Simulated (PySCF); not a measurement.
## MgF and its ions

UHF-MP2; PySCF, no relativity, basis sets Mg aug-pcseg-1, F aug-pcseg-1. Neutral (UHF): doublet (σ ↑), Re = 1.793 Å, ωe = 691 cm⁻¹, De = 5.15 eV.

MgF⁺ (RHF): singlet (closed shell), Re = 1.730 Å, ωe = 813 cm⁻¹, De = 4.51 eV to Mg⁺ + F. The energies at the minima are -299.27657 hartree for MgF and -298.99382 for MgF⁺.

Problem. Work out the adiabatic ionisation energy, without and with harmonic zero-point energies (1 hartree = 27.2114 eV, 1 eV = 8065.5 cm⁻¹), and the change of the bond length.

Solution. At MP2: 0.28275 hartree = 7.694 eV between the minima; the zero-point term (813.0 − 691.0)/2 cm⁻¹ = +0.008 eV makes it 7.702 eV. Re changes by -6.3 pm against the neutral. The electron leaves a σ orbital, and the shorter bond of the ion fits an antibonding orbital, or a change in how ionic the bond is.

Correlated steps freeze 2 core orbitals. Correlated levels converge slowly with the basis: in double zeta they bind strong bonds too weakly, by up to about 1 eV, and carry superposition errors of some tenths. For an ion De counts to the pair picked by the measured ionisation energies or electron affinities, which need not be the lowest pair at this level. Where the molecule has an RHF reference, its open-shell atoms are computed with UHF. States were picked by a PBE0 search and need not be the measured ground states.

Neutral and ion stand on different kinds of reference determinant, which adds to the error of the difference.
